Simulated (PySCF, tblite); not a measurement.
# C5H7N: geometry, infrared bands, NMR shifts and spin-spin couplings

What infrared bands, NMR shifts and spin-spin couplings should C5H7N (`C=C(C)[C@H]1C=N1`) show?

The runs use tblite 0.8.0 and PySCF 2.14.0, with density-fitted response routines of our own; the level of theory stands in each step. All values are computed, except where a source is named. Atoms count from 0, in the outputs and in this text.

## 1. Starting geometry

13 atoms, charge 0, multiplicity 1; geometry from: force field or distance geometry start.

Bonds of the start (Å): C0–C1 1.33, C1–C2 1.50, C1–C3 1.47, C3–C4 1.42, C4–N5 1.24, N5–C3 1.54, C0–H6 1.08, C0–H7 1.09, C2–H8 1.09, C2–H9 1.11, C2–H10 1.10, C3–H11 1.08, C4–H12 1.09.

## 2. Relaxing the molecule with GFN2-xTB

What the job is given:

```
{"job": {"kind": "relax", "xc": "GFN2-xTB", "basis": "xTB"}, "charge": 0, "multiplicity": 1}
C     -0.202100     1.272800    -1.011600
C     -0.256300     0.158100    -0.279900
C     -1.503400    -0.234400     0.464700
C      0.868400    -0.774600    -0.161900
C      1.948300    -0.409200     0.690900
N      1.238800    -1.260300     1.252900
H      0.680600     1.563000    -1.566100
H     -1.061400     1.943500    -1.081400
H     -1.346500    -0.209100     1.545100
H     -2.348300     0.443800     0.238000
H     -1.825600    -1.244100     0.176600
H      1.007700    -1.521900    -0.930600
H      2.795400     0.272700     0.645600
```

Command:

```sh
OMP_NUM_THREADS=1 python probes_run.py task.json out
```

One launch serves the whole session: the jobs run in the order shown.

**Question.** This job is followed by: GFN2-xTB harmonic vibrations, gas phase; GIAO PBE0/pcSseg-1 NMR shielding, non-relativistic, gas phase; B3LYP/pcJ-1 indirect spin-spin coupling, non-relativistic, gas phase. Predict these results of the whole session: strongest single infrared mode (GFN2-xTB); zero-point energy (GFN2-xTB); ¹³C shifts against TMS (PBE0/pcSseg-1); ¹H shifts against TMS (PBE0/pcSseg-1, means over atoms taken as alike); ¹⁵N shifts against NH3 (PBE0/pcSseg-1); largest coupling of the table (B3LYP/pcJ-1).

As calculated:

| quantity | value |
| --- | --- |
| strongest single infrared mode (GFN2-xTB) | 1795 cm⁻¹, 58 km/mol |
| zero-point energy (GFN2-xTB) | 65.4 kcal/mol |
| ¹³C shifts against TMS (PBE0/pcSseg-1) | 181.7, 154.6, 116.5, 34.4, 24.1 ppm |
| ¹H shifts against TMS (PBE0/pcSseg-1, means over atoms taken as alike) | 10.79, 5.43, 5.30, 2.11, 1.30 ppm |
| ¹⁵N shifts against NH3 (PBE0/pcSseg-1) | 366.8 ppm |
| largest coupling of the table (B3LYP/pcJ-1) | ¹J(C,H) C4–H12, 252.6 Hz |

In words: The optimisation took 133 steps and gained 0.284 eV; among the close pairs (by a distance rule), C3–C4 changed most, from 1.424 to 1.459 Å. All 33 modes are real, so the xTB geometry is a minimum. The strongest single mode, at 1795 cm⁻¹, moves mainly N5 and C4. GFN2-xTB is a fitted tight-binding method: band positions and strengths are rough. Its intensities can rank the bands wrongly. At PBE0/pcSseg-1: Shielding is most anisotropic at N5 (span 711 ppm, paramagnetic term -424 ppm). Of the pairs tabulated at B3LYP/pcJ-1, C4–H12 couples most strongly (252.6 Hz; Fermi contact 253.7 Hz). Couplings across rotatable bonds belong to this one conformer; where others are populated, the observed values are averages.
